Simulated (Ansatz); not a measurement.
# PS: the cost of one run

Program: Ansatz 0.2.0, Gaussian basis. Level of theory: def2-QZVPP, core rule «outside noble gas», up to 10 orbitals frozen. These are calculated values, not measurements.

Plan: UHF; ROHF; CCSD(T) on UHF.

## 1. What is computed

The geometry is a PBE0/def2-TZVP stationary point (not a proven minimum) of the parent state, kept for this charge and spin.

2 atoms, charge 0, spin multiplicity 2.

Atoms are counted from 1 here; the program's logs count them from 0.

Bond lengths: P1–S2 2.137 Å.

## 2. UHF

The input, in.yaml:

```yaml
crystal:
  periodic: [false, false, false]
  atoms:
    - {symbol: P, position_ang: [0.000000, 0.000000, 0.000000]}
    - {symbol: S, position_ang: [0.000000, 0.000000, 2.137000]}
basis:
  gaussian: {orbitals: "def2-QZVPP.json"}
magnetization: {spin_polarized: true, initial_magnetization: 1}
hamiltonian: {xc: hf}
output: {orbitals: {seedname: orbitals}}
```

The run is started by

```
$ ansatz run in.yaml --threads 1 --pin off --events-out ev --progress --plain --max-ram 2393MiB
```

What time and memory should one allow on 1 thread of AMD EPYC 7R43, shared host?

About 11 s, with a peak of 0.34 GiB.
